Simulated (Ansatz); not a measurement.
**Worked example: correlation energy of SiAs⁺, triplet**

Geometry: a PBE0/def2-TZVP stationary point for this spin.

```json
{"atom": "Si", "x (Å)": "0.0000", "y (Å)": "0.0000", "z (Å)": "0.0000"}
{"atom": "As", "x (Å)": "0.0000", "y (Å)": "0.0000", "z (Å)": "2.3242"}
```

Basis cc-pVDZ; Ansatz 0.2.0. Correlated methods freeze the noble-gas cores and the filled d shells of p-block atoms, which leaves 8 electrons in 26 orbitals. Prefix R: restricted or restricted open-shell reference. No spin–orbit coupling is included, and no scalar relativity.

Full CI is exact within this basis and frozen core; it isn't the basis-set limit.

RCCSD has a T1 diagnostic of 0.030 and a largest doubles amplitude of 0.07.

Runs differ by some tens of microhartree through their thresholds and, for an open shell, their frozen cores, so steps under 0.03 kcal/mol mean nothing.

Here the R and U totals at CCSDTQ differ by 0.11 kcal/mol, a measure of how far such totals hang on the determinant and its frozen core.

| level | total energy (hartree) |
| --- | --- |
| RHF | -2522.778895 |
| RMP2 | -2522.903734 |
| RCCSD | -2522.935915 |
| RCCSD(T) | -2522.941991 |
| RCCSDT | -2522.943469 |
| RCCSDT(Q) | -2522.943859 |
| RCCSDTQ | -2522.943903 |
| full CI | -2522.943912 |

Problem. What is the correlation energy at full CI, and what share of it do RMP2 and RCCSD(T) recover?

Solution. E(corr) = -2522.943912 − (-2522.778895) = -0.165017 hartree = -4.490 eV. RMP2: -0.124839 / -0.165017 = 75.65 %. RCCSD(T): -0.163096 / -0.165017 = 98.84 %.

Problem. By how many kcal/mol does RCCSD(T) miss full CI (1 hartree = 627.509 kcal/mol), and which steps make up the rest?

Solution. -2522.941991 − (-2522.943912) = 0.001921 hartree = 1.21 kcal/mol. Steps: RCCSDT − RCCSD(T) = -0.93, RCCSDT(Q) − RCCSDT = -0.24, RCCSDTQ − RCCSDT(Q) = -0.03, full CI − RCCSDTQ = -0.01 kcal/mol. Differences between like states or geometries often cancel part of this.
